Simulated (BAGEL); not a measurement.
# SiH3S (SMILES [SiH2]S): FCI/STO-3G (density fitting with qzvpp-jkfit)

Aim: the energy change on altering one bond length of SiH3S at FCI/STO-3G (density fitting with qzvpp-jkfit), from 2 runs. 

The results are computed with BAGEL 1.2.2.

6 further runs of the same task are left out: 4 that didn't finish, 2 set aside as unsound or not needed.

## Step 1: The system as given

The species is SiH3S (5 atoms), meant as a doublet with charge 0. SMILES: `[SiH2]S`. The shape is that of a PBE0-D4/def2-TZVP optimisation. This is one conformer, not always the lowest.

Bond lengths: Si1–S2 2.132 Å, Si1–H3 1.492 Å, Si1–H4 1.488 Å, S2–H5 1.344 Å. Angles: Si1–S2–H5 94.7°, S2–Si1–H3 111.4°, S2–Si1–H4 105.0°, H3–Si1–H4 110.5°.

## Step 2: A single-point energy at FCI/STO-3G (density fitting with qzvpp-jkfit)

Input file job.json:

```json
{ "bagel": [

{
  "title": "molecule",
  "basis": "sto-3g",
  "df_basis": "qzvpp-jkfit",
  "angstrom": true,
  "geometry": [
    { "atom": "Si", "xyz": [      -0.096300,      -0.694000,      -0.309300 ] },
    { "atom": "S", "xyz": [       0.273100,       1.406000,      -0.294500 ] },
    { "atom": "H", "xyz": [      -0.094500,      -1.256800,       1.073000 ] },
    { "atom": "H", "xyz": [      -1.440300,      -0.843200,      -0.929900 ] },
    { "atom": "H", "xyz": [       1.407800,       1.314300,       0.419300 ] }
  ]
},

{
  "title": "hf",
  "charge": 1
},

{
  "title": "fci",
  "nstate": 1,
  "ncore": 10,
  "nspin": 1
}

]}
```

Run with:

```bash
BAGEL_NUM_THREADS=1 BAGEL job.json > job.out
```

What it wrote:

```text
* using 1 threads per process

  ===============================================================
  ===============================================================

  *** Geometry ***

  { "atom" : "Si", "xyz" : [     -0.181981,     -1.311470,     -0.584492 ] },
  { "atom" : "S", "xyz" : [      0.516084,      2.656955,     -0.556524 ] },
  { "atom" : "H", "xyz" : [     -0.178579,     -2.375008,      2.027676 ] },
  { "atom" : "H", "xyz" : [     -2.721773,     -1.593417,     -1.757256 ] },
  { "atom" : "H", "xyz" : [      2.660356,      2.483667,      0.792362 ] },

  Number of auxiliary basis functions:      310

  Since a DF basis is specified, we compute 2- and 3-index integrals:
    o Being stored without compression. Storage requirement is 0.001 GB

  Number of basis functions:       21
  Number of electrons      :       33

    * METHOD: MOLECULE                             0.08

  *** RHF ***

  === Nuclear Repulsion ===
    80.9278954142

      * DIIS with orbital gradients will be used.

  === RHF iteration (sto-3g) ===
      0       -680.21088016          0.01815273           0.01
      1       -680.26087585          0.01002000           0.01
      2       -680.27857973          0.00133111           0.01
      3       -680.27923350          0.00051893           0.01
      4       -680.27939157          0.00020313           0.01
      5       -680.27942091          0.00004190           0.00
      6       -680.27942220          0.00001471           0.01
      7       -680.27942238          0.00000560           0.00
      8       -680.27942241          0.00000177           0.01
      9       -680.27942241          0.00000049           0.00
     10       -680.27942241          0.00000018           0.00
     11       -680.27942241          0.00000004           0.00
     12       -680.27942241          0.00000001           0.00
     13       -680.27942241          0.00000001           0.00
    * SCF iteration converged.

    * Permanent dipole moment:
           (   -0.369104,     1.438971,    -0.055919) a.u.

    * METHOD: HF                                   0.14

  ---------------------------
        FCI calculation
  ---------------------------

  Performs exactly the same way as Knowles & Handy 1984 CPL

  o alpha-beta strings
      length:           792
  o size of the space
      determinant space:  152460
      spin-adapted space: 76230

  o single displacement lists (alpha)
      length:         11550
  o single displacement lists (beta)
      length:         16632

     guess   0:   closed 111111.....          open ......1....

  === FCI iteration ===

      0  0      -680.45020006     9.33e-04      0.37
      1  0      -680.53944181     4.63e-04      0.40
      2  0      -680.55738166     1.93e-04      0.19
      3  0      -680.56006246     7.46e-05      0.21
      4  0      -680.56042908     3.27e-05      0.23
      5  0      -680.56049865     1.57e-05      0.21
      6  0      -680.56051517     7.54e-06      0.20
      7  0      -680.56051850     3.64e-06      0.22
      8  0      -680.56051931     1.83e-06      0.22
      9  0      -680.56051951     9.87e-07      0.21
     10  0      -680.56051957     5.14e-07      0.21
     11  0      -680.56051958     2.54e-07      0.21
     12  0      -680.56051959     1.23e-07      0.21
     13  0      -680.56051959     6.33e-08      0.20
     14  0      -680.56051959     2.95e-08      0.21
     15  0      -680.56051959     1.45e-08      0.23
     16  0      -680.56051959     6.66e-09      0.22
     17  0      -680.56051959     2.87e-09      0.22
     18  0      -680.56051959     1.13e-09      0.22
     19  0      -680.56051959     4.48e-10      0.23
    ** throwing out 1 trial vectors **
     20  0      -680.56051959     1.83e-10      0.20
    ** throwing out 1 trial vectors **
     21  0 *    -680.56051959     7.71e-11      0.19

     * ci vector, state   0, <S^2> = 0.7500
       222222a....     0.9457488888
       22222a2....    -0.1008063965
       2a22222....    -0.0817321141
       2222a22....     0.0667077554
       2222.2a2...     0.0526414802
       22222baa...     0.0508522013

    * METHOD: FCI                                  5.13

  ===============================================================
```

It took 6.6 s on 1 thread of Intel Xeon 6975P-C (Granite Rapids), shared host; peak memory 0.25 GiB.

## Step 3: The distorted shape at the same level

Input file input.json:

```json
{ "bagel": [

{
  "title": "molecule",
  "basis": "sto-3g",
  "df_basis": "qzvpp-jkfit",
  "angstrom": true,
  "geometry": [
    { "atom": "Si", "xyz": [      -0.391815,      -2.373972,      -0.321140 ] },
    { "atom": "S", "xyz": [       0.273100,       1.406000,      -0.294500 ] },
    { "atom": "H", "xyz": [      -0.390015,      -2.936772,       1.061160 ] },
    { "atom": "H", "xyz": [      -1.735815,      -2.523172,      -0.941740 ] },
    { "atom": "H", "xyz": [       1.407800,       1.314300,       0.419300 ] }
  ]
},

{
  "title": "hf",
  "charge": 1
},

{
  "title": "fci",
  "nstate": 1,
  "ncore": 10,
  "nspin": 1
}

]}
```

Run with:

```bash
BAGEL_NUM_THREADS=1 BAGEL input.json > input.out
```

What it wrote:

```text
* using 1 threads per process

  ===============================================================
  ===============================================================

  *** Geometry ***

  { "atom" : "Si", "xyz" : [     -0.740423,     -4.486157,     -0.606867 ] },
  { "atom" : "S", "xyz" : [      0.516084,      2.656955,     -0.556524 ] },
  { "atom" : "H", "xyz" : [     -0.737022,     -5.549695,      2.005302 ] },
  { "atom" : "H", "xyz" : [     -3.280215,     -4.768104,     -1.779631 ] },
  { "atom" : "H", "xyz" : [      2.660356,      2.483667,      0.792362 ] },

  Number of auxiliary basis functions:      310

  Since a DF basis is specified, we compute 2- and 3-index integrals:
    o Being stored without compression. Storage requirement is 0.001 GB

  Number of basis functions:       21
  Number of electrons      :       33

    * METHOD: MOLECULE                             0.06

  *** RHF ***

  === Nuclear Repulsion ===
    53.0773995599

      * DIIS with orbital gradients will be used.

  === RHF iteration (sto-3g) ===
      0       -679.57413489          0.02289136           0.00
      1       -677.72846092          0.04665397           0.00
      2       -679.71791580          0.02307027           0.00
      3       -679.72883785          0.02334781           0.00
      4       -679.84987077          0.03151649           0.00
      5       -679.74569886          0.04021137           0.00
      6       -680.02104649          0.00752077           0.00
      7       -680.02411102          0.00656200           0.00
      8       -680.03308634          0.00165165           0.00
      9       -680.03565940          0.00129674           0.00
     10       -680.03621674          0.00144568           0.00
     11       -680.03402786          0.00057108           0.00
     12       -680.03412005          0.00058707           0.00
     13       -680.03383946          0.00017263           0.00
     14       -680.03383265          0.00009834           0.00
     15       -680.03383678          0.00008325           0.00
     16       -680.03384408          0.00008469           0.00
     17       -680.03386277          0.00008359           0.00
     18       -680.03409226          0.00008057           0.00
     19       -680.03404948          0.00007894           0.00
     20       -680.03477793          0.00101089           0.00
     21       -680.03452979          0.00034894           0.00
     22       -680.03440115          0.00014741           0.00
     23       -680.03414779          0.00013754           0.00
     24       -680.03415616          0.00011288           0.00
     25       -680.03416066          0.00010164           0.00
     26       -680.03412973          0.00009097           0.00
     27       -680.03462046          0.00031408           0.00
     28       -680.03463199          0.00029999           0.00
     29       -680.03457633          0.00019390           0.00
     30       -680.03465766          0.00028878           0.00
     31       -680.03430462          0.00007129           0.00
     32       -680.03430377          0.00010111           0.00
     33       -680.03466320          0.00023324           0.00
     34       -680.03467514          0.00023688           0.00
     35       -680.03466185          0.00014769           0.00
     36       -680.03467592          0.00014142           0.00
     37       -680.03470640          0.00021826           0.00
     38       -680.03465057          0.00003031           0.00
     39       -680.03466876          0.00001551           0.00
     40       -680.03467579          0.00001108           0.00
     41       -680.03467736          0.00002833           0.00
     42       -680.03467740          0.00003166           0.00
     43       -680.03467726          0.00001426           0.00
     44       -680.03467734          0.00000253           0.00
     45       -680.03467732          0.00000086           0.00
     46       -680.03467734          0.00000070           0.00
     47       -680.03467734          0.00000038           0.00
     48       -680.03467735          0.00000016           0.00
     49       -680.03467735          0.00000007           0.00
     50       -680.03467735          0.00000006           0.00
     51       -680.03467735          0.00000005           0.00
     52       -680.03467735          0.00000020           0.00
     53       -680.03467735          0.00000001           0.00
    * SCF iteration converged.

    * Permanent dipole moment:
           (   -1.036260,    -3.140095,    -0.374236) a.u.

    * METHOD: HF                                   0.25

  ---------------------------
        FCI calculation
  ---------------------------

  Performs exactly the same way as Knowles & Handy 1984 CPL

  o alpha-beta strings
      length:           792
  o size of the space
      determinant space:  152460
      spin-adapted space: 76230

  o single displacement lists (alpha)
      length:         11550
  o single displacement lists (beta)
      length:         16632

     guess   0:   closed 111111.....          open ......1....

  === FCI iteration ===

      0  0      -680.34365641     8.10e-04      0.29
      1  0      -680.42720603     3.11e-04      0.30
      2  0      -680.43600626     1.06e-04      0.24
      3  0      -680.43707186     3.97e-05      0.23
      4  0      -680.43722073     1.44e-05      0.21
      5  0      -680.43724432     6.61e-06      0.23
      6  0      -680.43725184     5.57e-06      0.23
      7  0      -680.43725887     6.03e-06      0.21
      8  0      -680.43726742     6.20e-06      0.22
      9  0      -680.43727450     5.06e-06      0.24
     10  0      -680.43727896     4.07e-06      0.23
     11  0      -680.43728305     4.90e-06      0.24
     12  0      -680.43729184     8.02e-06      0.24
     13  0      -680.43731121     1.02e-05      0.25
     14  0      -680.43732728     6.65e-06      0.35
     15  0      -680.43733271     3.48e-06      0.28
     16  0      -680.43733402     1.69e-06      0.27
     17  0      -680.43733438     9.07e-07      0.26
     18  0      -680.43733456     8.76e-07      0.27
     19  0      -680.43733469     6.16e-07      0.28
    ** throwing out 1 trial vectors **
     20  0      -680.43733474     3.33e-07      0.25
    ** throwing out 1 trial vectors **
     21  0      -680.43733476     1.76e-07      0.28
    ** throwing out 1 trial vectors **
     22  0      -680.43733476     8.48e-08      0.27
    ** throwing out 1 trial vectors **
     23  0      -680.43733476     3.08e-08      0.26
    ** throwing out 1 trial vectors **
     24  0      -680.43733476     8.59e-09      0.26
    ** throwing out 1 trial vectors **
     25  0      -680.43733476     3.05e-09      0.26
    ** throwing out 1 trial vectors **
     26  0      -680.43733476     1.21e-09      0.27
    ** throwing out 1 trial vectors **
     27  0      -680.43733476     4.41e-10      0.25
    ** throwing out 1 trial vectors **
     28  0      -680.43733476     1.67e-10      0.22
    ** throwing out 1 trial vectors **
     29  0 *    -680.43733476     5.56e-11      0.19

     * ci vector, state   0, <S^2> = 0.7500
       222222a....     0.9225809004
       222a222....    -0.1933056946
       22222.a.2..     0.1170073039
       2.2222a2...     0.0971581728
       2a2222ab...    -0.0929741708
       22222a2....    -0.0835118885
       2b2222aa...     0.0761370807
       22222ba.a..    -0.0729201264
       22222aa.b..     0.0652644897
       2222.2a...2     0.0595816167
       2222.2a..2.     0.0591874547
       22222.a...2     0.0587376750
       22b22aa.2..    -0.0541010070
       22a22ba.2..    -0.0537445860
       22.222a.2..     0.0524016051
       a22222ab...     0.0519193591

    * METHOD: FCI                                  7.67

  ===============================================================
```

Run time: 9.3 s. Hardware: 1 thread of Intel Xeon 6975P-C (Granite Rapids), shared host; peak memory 0.25 GiB.

## Step 4: Summary of results

Level: FCI/STO-3G (density fitting with qzvpp-jkfit), 10 core orbitals frozen.

| quantity | value |
| --- | --- |
| first shape: total energy | -680.56052 Eh |
| distorted shape: total energy | -680.43733 Eh |
| energy change with the Si1–S2 bond stretched from 2.132 to 3.838 Å | 3.352 eV |

**Reading.** With the Si1–S2 bond stretched from 2.132 to 3.838 Å the energy rises by 3.35 eV (77 kcal/mol). The first shape isn't relaxed at this level, so the change isn't measured from a minimum. The minimal basis adds a large error of its own.
